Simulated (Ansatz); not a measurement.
One change: `NC(O)(F)S` becomes `NC(O)(F)C=S`.

Ansatz, PBE0-D4/def2-TZVP geometries, multiplicity 1. Each molecule was computed in one conformer, which needn't be the lowest.

```
                                        property  `NC(O)(F)S`
               HOMO energy (PBE/def2-TZVPP) / eV        -6.03
            HOMO–LUMO gap (PBE0/def2-TZVPP) / eV         7.56
             HOMO energy (B3LYP/def2-TZVPP) / eV        -7.12
           HOMO–LUMO gap (B3LYP/def2-TZVPP) / eV         7.01
size of the dipole moment (B3LYP/def2-TZVPP) / D         1.61
             LUMO energy (B3LYP/def2-TZVPP) / eV        -0.11
```

**Question.** What does the change do to each property? (Best estimate.)

**Answer.** The calculation gave: 
```
                                        property  `NC(O)(F)C=S`  shift
               HOMO energy (PBE/def2-TZVPP) / eV          -5.49   0.54
            HOMO–LUMO gap (PBE0/def2-TZVPP) / eV           4.18  -3.38
             HOMO energy (B3LYP/def2-TZVPP) / eV          -6.55   0.57
           HOMO–LUMO gap (B3LYP/def2-TZVPP) / eV           3.75  -3.26
size of the dipole moment (B3LYP/def2-TZVPP) / D           1.14  -0.47
             LUMO energy (B3LYP/def2-TZVPP) / eV          -2.80  -2.69
```

With PBE0 the HOMO rises by 0.58 eV and the LUMO falls by 2.80 eV, so the gap narrows by about 3.38 eV. PBE moves the HOMO by 0.54 eV and ωB97M-V by 0.63 eV. Dipoles are sizes alone; their direction can turn.

Positive LUMOs are unbound, so they and the gaps depend on the basis.

B3LYP here is the variant with VWN-RPA as its local correlation; programs differ in this.
